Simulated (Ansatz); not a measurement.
# Relaxing BPt2

The calculation used DFT r2SCAN, scalar-relativistic, plane waves, PAW (Ansatz 0.2.0). Cutoff 500 eV, Γ-centred k mesh, Gaussian smearing, no spin polarisation in the final step.

The start puts BPt2 on the cubic Laves (C15) structure type (Fd-3m, No. 227), with B in place of Mg, Pt in place of Cu, at a guessed volume.

```xyz
6
Lattice="0.0000 3.3814 3.3814 3.3814 0.0000 3.3814 3.3814 3.3814 0.0000" Properties=species:S:1:pos:R:3 pbc="T T T"
B     0.0000    0.0000    0.0000
B     1.6907    1.6907    1.6907
Pt    4.2268    4.2268    4.2268
Pt    4.2268    2.5361    2.5361
Pt    2.5361    2.5361    4.2268
Pt    2.5361    4.2268    2.5361
```

Steps on the 4×4×4 mesh (6 atoms). 5 of 5 steps are shown, and the free energy counts from the last. Trial steps that were taken back and renewals of the plane-wave basis can be among the rows.

| step | ΔF (meV/atom) | V (Å³/atom) | P (GPa) |
| --- | --- | --- | --- |
| 1 | 607.3 | 12.89 | 72.16 |
| 2 | 81.0 | 14.87 | 19.68 |
| 3 | 11.0 | 15.77 | 5.98 |
| 4 | 1.6 | 16.32 | -0.19 |
| 5 | 0.0 | 16.32 | -0.18 |

A final relaxation ran on a 10×10×10 mesh. The relaxed crystal, Fd-3m (No. 227):

```cif
data_structure
_symmetry_space_group_name_H-M 'Fd-3m:1'
_symmetry_Int_Tables_number 227
_cell_length_a 7.3134
_cell_length_b 7.3134
_cell_length_c 7.3134
_cell_angle_alpha 90.000
_cell_angle_beta 90.000
_cell_angle_gamma 90.000
_cell_volume 391.16
loop_
_atom_site_label
_atom_site_type_symbol
_atom_site_symmetry_multiplicity
_atom_site_Wyckoff_symbol
_atom_site_fract_x
_atom_site_fract_y
_atom_site_fract_z
_atom_site_occupancy
B1 B 8 b 0.00000 0.00000 0.50000 1
Pt1 Pt 16 c 0.12500 0.12500 0.12500 1
```

```json
{"Volume per atom": "16.30 Å³", "Density": "13.62 g/cm³", "Energy over the elements": "1.46 eV/atom", "Gap on the 10×10×10 mesh": "0 eV (a metal)"}
```

Formation energies are uncorrected and refer to the elements' standard structures at the same level.

The final run used a 10×10×10 mesh on its 6-atom cell and 0.10 eV smearing. For metals, differences of a few meV/atom aren't resolved. Spin–orbit coupling is left out.

Symmetry constrained the relaxation, so the result can be a saddle point.

Cost: 3 runs of about 3.6 core-minutes in all, on AMD EPYC 7R43 (Zen 3) (shared hosts).